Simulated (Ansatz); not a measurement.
hcp Zr was calculated with rVV10 (Ansatz, a quantum-chemistry and plane-wave program, PAW).

Run with plane-wave cutoff 520 eV, 18×18×12 k mesh (along the axes of the cell as run), Fermi–Dirac smearing 0.05 eV, scalar-relativistic PAW data made under PBE.

Equation-of-state points:

| V (Å³/atom) | E − E_lowest (meV/atom) |
|---|---|
| 22.710 | 12.02 |
| 23.183 | 2.91 |
| 23.656 | 0.00 |
| 24.129 | 2.76 |
| 24.602 | 10.74 |

Problem. What bulk modulus B0 and pressure derivative B′ does a third-order Birch–Murnaghan fit give?

Solution. V0 = 23.655 Å³/atom, B0 = 96.1 GPa, B′ = 3.3 (fit to the energies at full precision).

Shape and atoms are relaxed at each volume.

Measured, for comparison: bulk modulus 95.9 GPa (zero-point energy and finite temperature contributions removed, our sources range from 84.3 to 95.9; as tabulated in doi:10.1021/acs.jctc.3c00612). Computed (rounded) less measured: bulk modulus not scored (sources differ).

Note: the bulk modulus comes from volumes at which shape and atoms were relaxed.
